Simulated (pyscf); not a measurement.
Thermochemistry of product channels of H₃C–SiH₂–Cl (SMILES C[SiH2]Cl) on the singlet surface, in kcal/mol, from ωB97M-D3(BJ)/def2-TZVP energies (ideal gas, 1 atm, RRHO with modes under 100 cm⁻¹ raised to 100, one conformer, R ln 2 for rigid chiral ones). PySCF, gas phase, ωB97X-D3(BJ)/def2-SVP geometries.

| products | ΔE | ΔH(298 K) | ΔG(600 K) | ΔG(900 K) |
|---|---|---|---|---|
| H₃C–Si:–Cl (SMILES C[Si]Cl) [singlet] + H₂ (SMILES [H][H]) | +48.7 | +45.2 | +26.3 | +16.5 |
| CH₄ (SMILES C) + :HSi–Cl (SMILES [SiH]Cl) [singlet] | [?] | +44.4 | +24.5 | +15.1 |
| :HC–SiH₂–Cl (SMILES [CH][SiH2]Cl) [singlet] + H₂ (SMILES [H][H]) | +127.2 | +119.1 | +99.5 | +88.9 |
| H₂C=SiH–Cl (SMILES C=[SiH]Cl) + H₂ (SMILES [H][H]) | +62.3 | +57.2 | +39.8 | [?] |

Some entries are withheld; supply them.


- CH₄ (SMILES C) + :HSi–Cl (SMILES [SiH]Cl) [singlet], ΔE: +45.1
- H₂C=SiH–Cl (SMILES C=[SiH]Cl) + H₂ (SMILES [H][H]), ΔG(900 K): +30.5

These are energies of the channels, which say nothing of barriers. A restricted singlet here is unstable towards spin polarisation, as is usual where a triplet lies low; its energy is less safe.
